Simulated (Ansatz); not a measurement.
`C=C(O)C(F)F`, relaxed with RKS PBE0-D4/def2-TZVP in Ansatz 0.2.0 from a PBE-D4/def2-SVP geometry. The force threshold is 0.005 eV/Å; the program also tests the step.

Charge 0, multiplicity 1.

Start:

```xyz
10

C     0.045    1.478   -0.456
C     0.198    0.320    0.216
O     0.923    0.210    1.359
C    -0.378   -0.979   -0.293
F     0.583   -1.739   -0.899
F    -0.824   -1.708    0.796
H     0.507    2.407   -0.094
H    -0.526    1.498   -1.394
H     0.698   -0.653    1.763
H    -1.226   -0.835   -0.998
```

Problem. How much energy does the relaxation release, and in how many steps? (Estimate.)

Solution. Computed: 1.43 kcal/mol, in 10 steps.

Problem. Which bonds change most? (An estimate is asked.)

Solution. Ansatz gave: C1–C2 from 1.348 to 1.326 Å; C4–H10 from 1.112 to 1.091 Å; C4–F6 from 1.385 to 1.366 Å; C1–H8 from 1.098 to 1.081 Å.

Problem. Give the relaxed structure. (Best estimate.)

Solution. Computed: 
```xyz
10

C     0.013    1.460   -0.430
C     0.207    0.313    0.206
O     0.968    0.211    1.317
C    -0.382   -0.965   -0.298
F     0.592   -1.798   -0.748
F    -0.991   -1.623    0.733
H     0.454    2.381   -0.075
H    -0.585    1.483   -1.330
H     0.837   -0.654    1.720
H    -1.112   -0.810   -1.095
```
